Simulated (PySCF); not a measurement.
Compound: C₃H₆.
Z-matrix (Å and degrees, PBE0-D3(BJ)/def2-SVP geometry), rows numbered from 1:
```
C 
C   1  1.3336
C   2  1.4926  1  125.45
H   1  1.0953  2  121.35  3    -0.04
H   1  1.0932  2  121.59  3   179.99
H   2  1.0979  1  118.46  3  -179.97
H   3  1.1030  2  111.09  1  -120.60
H   3  1.1001  2  111.72  1     0.28
H   3  1.1030  2  111.11  1   121.19
```

Level: wB97X-D/def2-SVPD in PySCF, non-relativistic, on one gas-phase PBE0-D3(BJ)/def2-SVP geometry that isn't relaxed in the solvent. The solvent is an IEF-PCM continuum (Bondi radii, 1.10 Å for H, scaled by 1.2), and excitations are vertical TDDFT with non-equilibrium linear response and a frozen core. The model holds no explicit solvent molecules, cavitation or dispersion.

Gas-phase singlets (H = HOMO, L = LUMO):

```
state  E (eV)  λ (nm)      f  leading configurations
   S1   7.442     167  0.032               H→L+1 88%
   S2   7.529     165  0.425                 H→L 96%
   S3   8.201     151  0.001    H→L+3 46%, H-1→L 32%
   S4   8.313     149  0.000    H-1→L 66%, H→L+3 25%
   S5   8.428     147  0.031    H→L+2 70%, H→L+3 17%
```

Task: Give the list for chloroform (ε = 4.711), n² = 2.09.

Result: 
```json
{"state": "S1", "E (eV)": "7.305", "λ (nm)": "170", "f": "0.519", "leading configurations": "H→L 97%", "change by rank (eV)": "-0.137"}
{"state": "S2", "E (eV)": "7.445", "λ (nm)": "167", "f": "0.051", "leading configurations": "H→L+1 89%", "change by rank (eV)": "-0.084"}
{"state": "S3", "E (eV)": "8.171", "λ (nm)": "152", "f": "0.000", "leading configurations": "H-1→L 88%", "change by rank (eV)": "-0.030"}
{"state": "S4", "E (eV)": "8.367", "λ (nm)": "148", "f": "0.002", "leading configurations": "H→L+3 63%, H→L+2 23%", "change by rank (eV)": "+0.054"}
{"state": "S5", "E (eV)": "8.523", "λ (nm)": "145", "f": "0.038", "leading configurations": "H→L+2 69%, H→L+3 20%", "change by rank (eV)": "+0.095"}
```

Task: How does the list change in acetonitrile (ε = 35.69)?

Result: 
```csv
state,E (eV),λ (nm),f,leading configurations,change by rank (eV)
S1,7.348,169,0.502,H→L 97%,-0.094
S2,7.470,166,0.053,H→L+1 90%,-0.059
S3,8.151,152,0.000,H-1→L 93%,-0.050
S4,8.414,147,0.002,"H→L+3 67%, H→L+2 24%",+0.101
S5,8.573,145,0.036,"H→L+2 69%, H→L+3 19%",+0.145
```

Task: How do the frontier levels move from gas to acetonitrile?

Result: 
```
orbital  gas (eV)  solvent (eV)  change (eV)                  Löwdin shares, gas              Löwdin shares, solvent
 LUMO+2      3.31          3.41        +0.10  C1 30 %, H5 16 %, H4 15 %, C3 12 %  C1 27 %, C3 17 %, H5 14 %, H4 12 %
 LUMO+1      2.64          2.72        +0.08   C3 29 %, C1 20 %, C2 13 %, H8 8 %   C3 25 %, C1 25 %, C2 15 %, H8 7 %
   LUMO      2.23          2.21        -0.02    C2 36 %, C1 35 %, H4 7 %, C3 6 %    C2 36 %, C1 35 %, H4 7 %, C3 6 %
   HOMO     -9.24         -9.27        -0.03            C1 40 %, C2 36 %, C3 9 %            C1 39 %, C2 35 %, C3 9 %
 HOMO-1    -11.64        -11.55        +0.09  C2 26 %, C1 20 %, C3 17 %, H6 14 %  C2 26 %, C1 19 %, C3 17 %, H6 14 %
 HOMO-2    -12.38        -12.25        +0.13  C3 34 %, C1 16 %, C2 13 %, H8 12 %  C3 34 %, C1 16 %, H8 12 %, C2 12 %
 HOMO-3    -13.57        -13.44        +0.13  C3 45 %, H7 17 %, H9 17 %, C2 12 %  C3 45 %, H7 17 %, H9 17 %, C2 12 %
```

The HOMO–LUMO gap goes from 11.47 to 11.48 eV.

Time: 3.3 s; peak memory 0.51 GiB. Hardware: one thread of an Intel Xeon 6975P-C, on a shared host. This is the whole response run at wB97X-D/def2-SVPD in acetonitrile, SCF included.
